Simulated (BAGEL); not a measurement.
# A workflow on H2O2 (hydrogen peroxide)

Wanted: a series of 15 runs (PBE0/def2-TZVP, RI-MP2/def2-TZVP) of H2O2. 

Program for the calculation: BAGEL 1.2.2.

1 further run of the same task is left out (set aside as unsound or not needed).

### 1 The structure to begin with

H2O2: 4 atoms, total charge 0, spin state singlet. As SMILES, `OO`. One bond was lengthened or shortened from a relaxed shape.

Bond lengths: O1–O2 1.212 Å, O1–H3 0.965 Å, O2–H4 0.965 Å. Angles: O1–O2–H4 101.1°, O2–O1–H3 101.1°.

### 2 The energy at PBE0/def2-TZVP (density fitting with svp-jkfit) (run 1)

input.json

```json
{ "bagel": [

{
  "title": "molecule",
  "basis": "def2-tzvp.json",
  "df_basis": "svp-jkfit",
  "geometry": [
    { "atom": "O", "xyz": [ -0.76822469, -0.72689449,  0.10780510 ] },
    { "atom": "O", "xyz": [  0.09127377,  1.37647651,  0.39098434 ] },
    { "atom": "H", "xyz": [  0.50393893, -1.73959872,  0.93323747 ] },
    { "atom": "H", "xyz": [  0.47639996,  1.83265640, -1.33206795 ] }
  ]
},
{
  "title": "ks",
  "xc_func": "pbe0",
  "charge": 0
},
{
  "title": "print",
  "file": "orbitals.molden",
  "orbitals": true
}

]}
```

The basis set def2-TZVP is read from a file made from the Basis Set Exchange's data (not shown).

Run with:

```console
$ BAGEL_NUM_THREADS=1 BAGEL input.json > input.out
```

Log:

```text
* using 1 threads per process

  ===============================================================
  ===============================================================

  *** Geometry ***

  { "atom" : "O", "xyz" : [     -0.768225,     -0.726894,      0.107805 ] },
  { "atom" : "O", "xyz" : [      0.091274,      1.376477,      0.390984 ] },
  { "atom" : "H", "xyz" : [      0.503939,     -1.739599,      0.933237 ] },
  { "atom" : "H", "xyz" : [      0.476400,      1.832656,     -1.332068 ] },

  Number of auxiliary basis functions:      190

  Since a DF basis is specified, we compute 2- and 3-index integrals:
    o Being stored without compression. Storage requirement is 0.008 GB

  Number of basis functions:       74
  Number of electrons      :       18

    * METHOD: MOLECULE                             0.04

  *** Kohn-Sham DFT ***

    * Removing 5603 points whose weight is below 1.00e-10
    * Grid points: 54021

  === Nuclear Repulsion ===
    41.9769928834

       - DIIS with orbital gradients will be used.

  === KS iteration (pbe0 / def2-tzvp.json) ===
      0       -131.00902933          0.23916227           0.10
      1       -130.57903202          0.21488494           0.09
      2       -141.69325511          0.20046300           0.08
      3       -150.70997672          0.05814473           0.08
      4       -151.28031374          0.02964975           0.08
      5       -151.37424485          0.01458742           0.08
      6       -151.40459269          0.00637509           0.08
      7       -151.41056281          0.00081857           0.08
      8       -151.41065311          0.00005179           0.08
      9       -151.41065348          0.00000977           0.08
     10       -151.41065349          0.00000261           0.08
     11       -151.41065349          0.00000038           0.08
     12       -151.41065349          0.00000010           0.08
     13       -151.41065349          0.00000008           0.08
     14       -151.41065349          0.00000001           0.08
    * SCF iteration converged.

    * Permanent dipole moment:
           (   -0.601511,     0.201973,     0.325776) a.u.

    * METHOD: KS                                   1.39

    * METHOD: PRINT                                0.01

  ===============================================================
```

Run time: 1.6 s. Hardware: 1 thread of Arm Neoverse V1, shared host; peak memory 0.2 GiB.

### 3 Bond 2-1 at 1.426 A: a single-point energy at RI-MP2/def2-TZVP (density fitting with svp-jkfit) (run 2)

input.json

```json
{ "bagel": [

{
  "title": "molecule",
  "basis": "def2-tzvp.json",
  "df_basis": "svp-jkfit",
  "angstrom": false,
  "geometry": [
    { "atom": "O", "xyz": [ -0.91995080, -1.09819922,  0.05781428 ] },
    { "atom": "O", "xyz": [  0.09127377,  1.37647651,  0.39098434 ] },
    { "atom": "H", "xyz": [  0.35221282, -2.11090345,  0.88324665 ] },
    { "atom": "H", "xyz": [  0.47639996,  1.83265640, -1.33206795 ] }
  ]
},
{
  "title": "hf"
},
{
  "title": "mp2",
  "ncore": 2
}

]}
```

The basis set def2-TZVP is read from a file made from the Basis Set Exchange's data (not shown).

Run with:

```console
$ BAGEL_NUM_THREADS=1 BAGEL input.json > input.out
```

Log:

```text
* using 1 threads per process

  ===============================================================
  ===============================================================

  *** Geometry ***

  { "atom" : "O", "xyz" : [     -0.919951,     -1.098199,      0.057814 ] },
  { "atom" : "O", "xyz" : [      0.091274,      1.376477,      0.390984 ] },
  { "atom" : "H", "xyz" : [      0.352213,     -2.110903,      0.883247 ] },
  { "atom" : "H", "xyz" : [      0.476400,      1.832656,     -1.332068 ] },

  Number of auxiliary basis functions:      190

  Since a DF basis is specified, we compute 2- and 3-index integrals:
    o Being stored without compression. Storage requirement is 0.008 GB

  Number of basis functions:       74
  Number of electrons      :       18

    * METHOD: MOLECULE                             0.04

  *** RHF ***

  === Nuclear Repulsion ===
    37.2822586981

      * DIIS with orbital gradients will be used.

  === RHF iteration (def2-tzvp.json) ===
      0       -150.71889546          0.02478936           0.01
      1       -150.81325554          0.01232167           0.01
      2       -150.84189392          0.00160650           0.01
      3       -150.84249463          0.00036395           0.01
      4       -150.84253869          0.00008316           0.01
      5       -150.84254272          0.00001982           0.01
      6       -150.84254298          0.00000647           0.01
      7       -150.84254301          0.00000259           0.01
      8       -150.84254302          0.00000120           0.01
      9       -150.84254302          0.00000035           0.01
     10       -150.84254302          0.00000009           0.01
     11       -150.84254302          0.00000003           0.01
     12       -150.84254302          0.00000001           0.01
     13       -150.84254302          0.00000000           0.01
    * SCF iteration converged.

    * Permanent dipole moment:
           (   -0.648898,     0.217880,     0.351440) a.u.

    * METHOD: HF                                   0.14

  *** RHF ***

  === Nuclear Repulsion ===
    37.2822586981

      * DIIS with orbital gradients will be used.

  === RHF iteration (def2-tzvp.json) ===
      0       -150.84254302          0.00000000           0.01
    * SCF iteration converged.

    * Permanent dipole moment:
           (   -0.648898,     0.217880,     0.351440) a.u.

  === DF-MP2 calculation ===

    * freezing 2 orbitals
    * 3-index integral transformation done
    * assembly done

      MP2 correlation energy:   -0.4858710081      0.01

      MP2 total energy:       -151.3284140317

    * METHOD: MP2                                  0.03

  ===============================================================
```

Wall time 0.34 s (1 thread of Arm Neoverse V1, shared host).

Runs 3 to 5 aren't shown in full; the table further down has their settings and results.

### 4 Bond 2-1 at 1.924 A: a single-point energy at RI-MP2/def2-TZVP (density fitting with svp-jkfit) (run 6)

job.json

```json
{ "bagel" : [

{
  "title" : "molecule",
  "basis" : "def2-tzvp.json",
  "df_basis" : "svp-jkfit",
  "geometry" : [
    { "atom" : "O", "xyz" : [    -1.27383792,    -1.96423236,    -0.05877993 ] },
    { "atom" : "O", "xyz" : [     0.09127377,     1.37647651,     0.39098434 ] },
    { "atom" : "H", "xyz" : [    -0.00167430,    -2.97693659,     0.76665244 ] },
    { "atom" : "H", "xyz" : [     0.47639996,     1.83265640,    -1.33206795 ] }
  ]
},

{ "title" : "hf" },

{ "title" : "mp2", "ncore" : 2 }

]}
```

The basis set def2-TZVP is read from a file made from the Basis Set Exchange's data (not shown).

Run with:

```console
$ BAGEL_NUM_THREADS=1 BAGEL job.json > job.out
```

Log:

```text
* using 1 threads per process

  ===============================================================
  ===============================================================

  *** Geometry ***

  { "atom" : "O", "xyz" : [     -1.273838,     -1.964232,     -0.058780 ] },
  { "atom" : "O", "xyz" : [      0.091274,      1.376477,      0.390984 ] },
  { "atom" : "H", "xyz" : [     -0.001674,     -2.976937,      0.766652 ] },
  { "atom" : "H", "xyz" : [      0.476400,      1.832656,     -1.332068 ] },

  Number of auxiliary basis functions:      190

  Since a DF basis is specified, we compute 2- and 3-index integrals:
    o Being stored without compression. Storage requirement is 0.008 GB

  Number of basis functions:       74
  Number of electrons      :       18

    * METHOD: MOLECULE                             0.04

  *** RHF ***

  === Nuclear Repulsion ===
    30.2227774802

      * DIIS with orbital gradients will be used.

  === RHF iteration (def2-tzvp.json) ===
      0       -150.63787332          0.02346720           0.01
      1       -150.72373555          0.01067520           0.01
      2       -150.74876941          0.00136850           0.01
      3       -150.74928565          0.00026973           0.01
      4       -150.74931737          0.00010151           0.01
      5       -150.74932624          0.00004314           0.01
      6       -150.74932793          0.00001214           0.01
      7       -150.74932806          0.00000389           0.01
      8       -150.74932807          0.00000286           0.01
      9       -150.74932808          0.00000151           0.01
     10       -150.74932808          0.00000104           0.01
     11       -150.74932808          0.00000066           0.01
     12       -150.74932808          0.00000027           0.01
     13       -150.74932808          0.00000009           0.01
     14       -150.74932808          0.00000005           0.01
     15       -150.74932808          0.00000003           0.01
     16       -150.74932808          0.00000001           0.01
     17       -150.74932808          0.00000000           0.01
    * SCF iteration converged.

    * Permanent dipole moment:
           (   -0.659020,     0.221262,     0.356926) a.u.

    * METHOD: HF                                   0.18

  *** RHF ***

  === Nuclear Repulsion ===
    30.2227774802

      * DIIS with orbital gradients will be used.

  === RHF iteration (def2-tzvp.json) ===
      0       -150.74932808          0.00000000           0.01
    * SCF iteration converged.

    * Permanent dipole moment:
           (   -0.659020,     0.221262,     0.356926) a.u.

  === DF-MP2 calculation ===

    * freezing 2 orbitals
    * 3-index integral transformation done
    * assembly done

      MP2 correlation energy:   -0.5237699139      0.01

      MP2 total energy:       -151.2730979979

    * METHOD: MP2                                  0.03

  ===============================================================
```

It took 0.38 s on 1 thread of Arm Neoverse V1, shared host.

Runs 7 to 14 aren't shown in full; the table further down has their settings and results.

### 5 Bond 2-1 at 3.992 A: a single-point energy at PBE0/def2-TZVP (density fitting with svp-jkfit) (run 15)

input.json

```json
{ "bagel" : [

{
  "title" : "molecule",
  "basis" : "def2-tzvp.json",
  "df_basis" : "svp-jkfit",
  "angstrom" : false,
  "geometry" : [
    { "atom" : "O", "xyz" : [    -2.74009910,    -5.55247834,    -0.54187141 ] },
    { "atom" : "O", "xyz" : [     0.09127377,     1.37647651,     0.39098434 ] },
    { "atom" : "H", "xyz" : [    -1.46793547,    -6.56518257,     0.28356096 ] },
    { "atom" : "H", "xyz" : [     0.47639996,     1.83265640,    -1.33206795 ] }
  ]
},

{
  "title" : "ks",
  "xc_func" : "pbe0"
},

{
  "title" : "print",
  "file" : "orbitals.molden",
  "orbitals" : true
}

]}
```

The basis set def2-TZVP is read from a file made from the Basis Set Exchange's data (not shown).

Run with:

```console
$ BAGEL_NUM_THREADS=1 BAGEL input.json > input.out
```

Log:

```text
* using 1 threads per process

  ===============================================================
  ===============================================================

  *** Geometry ***

  { "atom" : "O", "xyz" : [     -2.740099,     -5.552478,     -0.541871 ] },
  { "atom" : "O", "xyz" : [      0.091274,      1.376477,      0.390984 ] },
  { "atom" : "H", "xyz" : [     -1.467935,     -6.565183,      0.283561 ] },
  { "atom" : "H", "xyz" : [      0.476400,      1.832656,     -1.332068 ] },

  Number of auxiliary basis functions:      190

  Since a DF basis is specified, we compute 2- and 3-index integrals:
    o Being stored without compression. Storage requirement is 0.008 GB

  Number of basis functions:       74
  Number of electrons      :       18

    * METHOD: MOLECULE                             0.04

  *** Kohn-Sham DFT ***

    * Removing 3421 points whose weight is below 1.00e-10
    * Grid points: 56203

  === Nuclear Repulsion ===
    19.3495833973

       - DIIS with orbital gradients will be used.

  === KS iteration (pbe0 / def2-tzvp.json) ===
      0       -132.86815277          0.20477640           0.11
      1       -135.55812817          0.15505265           0.09
      2       -142.93030728          0.15046677           0.08
      3       -150.48619022          0.04218130           0.08
      4       -150.27379440          0.05156675           0.08
      5       -150.65303184          0.03374005           0.08
      6       -146.17979044          0.07622624           0.08
      7       -150.49617114          0.04271492           0.08
      8       -146.64798892          0.07575117           0.08
      9       -150.65097390          0.03420209           0.08
     10       -150.95057499          0.02861765           0.08
     11       -151.21772277          0.01158529           0.08
     12       -150.69293598          0.03499731           0.08
     13       -150.73523920          0.03298666           0.08
     14       -150.75813754          0.03274428           0.08
     15       -150.90181811          0.03119134           0.08
     16       -151.23054221          0.00789108           0.08
     17       -151.20161419          0.01387077           0.08
     18       -151.24283307          0.00292596           0.08
     19       -151.24357510          0.00238576           0.08
     20       -151.24431495          0.00160506           0.08
     21       -151.24488545          0.00096318           0.08
     22       -151.24533089          0.00035826           0.08
     23       -151.24568793          0.00042189           0.08
     24       -151.24598581          0.00044605           0.08
     25       -151.24662788          0.00067750           0.08
     26       -151.24650451          0.00083671           0.08
     27       -151.24055971          0.00565354           0.08
     28       -151.24460665          0.00350657           0.08
     29       -151.24686798          0.00127608           0.08
     30       -151.24290161          0.00481616           0.08
     31       -151.24741090          0.00142820           0.08
     32       -151.24776285          0.00018933           0.08
     33       -151.24789199          0.00039647           0.08
     34       -151.24788154          0.00121341           0.08
     35       -151.24812253          0.00071722           0.08
     36       -151.24789033          0.00156621           0.08
     37       -151.24730137          0.00231282           0.08
     38       -151.24677704          0.00285268           0.08
     39       -151.24409407          0.00453544           0.08
     40       -151.24467525          0.00423162           0.08
     41       -151.24807501          0.00130513           0.08
     42       -151.24840098          0.00081393           0.08
     43       -151.24857072          0.00015207           0.08
     44       -151.24855709          0.00009166           0.08
     45       -151.24858584          0.00012566           0.08
     46       -151.24859189          0.00001979           0.08
     47       -151.24857168          0.00041010           0.08
     48       -151.24859659          0.00022791           0.08
     49       -151.24860228          0.00017177           0.08
     50       -151.24860872          0.00000760           0.08
     51       -151.24860872          0.00001073           0.08
     52       -151.24860875          0.00000291           0.08
     53       -151.24860880          0.00000532           0.08
     54       -151.24860883          0.00000078           0.08
     55       -151.24860884          0.00000041           0.08
     56       -151.24860884          0.00000013           0.08
     57       -151.24860885          0.00000016           0.08
     58       -151.24860885          0.00000005           0.08
     59       -151.24860885          0.00000003           0.08
     60       -151.24860885          0.00000003           0.08
     61       -151.24860885          0.00000001           0.08
    * SCF iteration converged.

    * Permanent dipole moment:
           (   -0.635255,     0.213309,     0.344063) a.u.

    * METHOD: KS                                   5.31

    * METHOD: PRINT                                0.01

  ===============================================================
```

Wall time 5.7 s (1 thread of Arm Neoverse V1, shared host); peak memory 0.21 GiB.

### 6 The series

| run | level | frozen core orbitals | partner | energy (Eh) | dipole moment (D) | HOMO energy (eV) | LUMO energy (eV) | wall time |
| --- | --- | --- | --- | --- | --- | --- | --- | --- |
| 1 | PBE0/def2-TZVP (density fitting with svp-jkfit) | – | bond 2-1 at 1.212 A | -151.410653 | 1.81 | -7.01 | 1.03 | 1.6 s |
| 2 | RI-MP2/def2-TZVP (density fitting with svp-jkfit) | 2 | bond 2-1 at 1.426 A | -151.328414 | – | – | – | 0.34 s |
| 3 | PBE0/def2-TZVP (density fitting with svp-jkfit) | – | bond 2-1 at 1.426 A | -151.454857 | 1.87 | -8.13 | 0.73 | 1.7 s |
| 4 | RI-MP2/def2-TZVP (density fitting with svp-jkfit) | 2 | bond 2-1 at 1.639 A | -151.313487 | – | – | – | 0.36 s |
| 5 | PBE0/def2-TZVP (density fitting with svp-jkfit) | – | bond 2-1 at 1.639 A | -151.435308 | 1.87 | -8.80 | -2.14 | 1.9 s |
| 6 | RI-MP2/def2-TZVP (density fitting with svp-jkfit) | 2 | bond 2-1 at 1.924 A | -151.273098 | – | – | – | 0.38 s |
| 7 | PBE0/def2-TZVP (density fitting with svp-jkfit) | – | bond 2-1 at 1.924 A | -151.387363 | 1.87 | -9.27 | -4.59 | 1.9 s |
| 8 | RI-MP2/def2-TZVP (density fitting with svp-jkfit) | 2 | bond 2-1 at 2.281 A | -151.234654 | – | – | – | 0.36 s |
| 9 | PBE0/def2-TZVP (density fitting with svp-jkfit) | – | bond 2-1 at 2.281 A | -151.334546 | 1.87 | -9.54 | -6.14 | 2.8 s |
| 10 | RI-MP2/def2-TZVP (density fitting with svp-jkfit) | 2 | bond 2-1 at 2.709 A | -151.220343 | – | – | – | 0.36 s |
| 11 | PBE0/def2-TZVP (density fitting with svp-jkfit) | – | bond 2-1 at 2.709 A | -151.293165 | 1.88 | -9.57 | -7.03 | 3.3 s |
| 12 | RI-MP2/def2-TZVP (density fitting with svp-jkfit) | 2 | bond 2-1 at 3.279 A | -151.244004 | – | – | – | 0.44 s |
| 13 | PBE0/def2-TZVP (density fitting with svp-jkfit) | – | bond 2-1 at 3.279 A | -151.264229 | 1.90 | -9.15 | -7.55 | 5.7 s |
| 14 | RI-MP2/def2-TZVP (density fitting with svp-jkfit) | 2 | bond 2-1 at 3.992 A | -151.314183 | – | – | – | 0.44 s |
| 15 | PBE0/def2-TZVP (density fitting with svp-jkfit) | – | bond 2-1 at 3.992 A | -151.248609 | 1.91 | -8.88 | -7.82 | 5.7 s |

### 7 Results

| quantity | value |
| --- | --- |
| bond 2-1 at 3.992 A, run 15: total energy | -151.24861 Eh |
| bond 2-1 at 3.992 A, run 15: dipole moment | 1.91 D |
| bond 2-1 at 3.992 A, run 15: HOMO energy | -8.88 eV |
| bond 2-1 at 3.992 A, run 15: LUMO energy | -7.82 eV |
| bond 2-1 at 3.992 A, run 15: HOMO–LUMO gap | 1.07 eV |

What this shows: In runs 8, 9, 10, 11, 12, 13, 14, 15 a closed-shell determinant meets a far-stretched bond, which it describes badly. All runs together took 27 s, the longest 5.7 s.
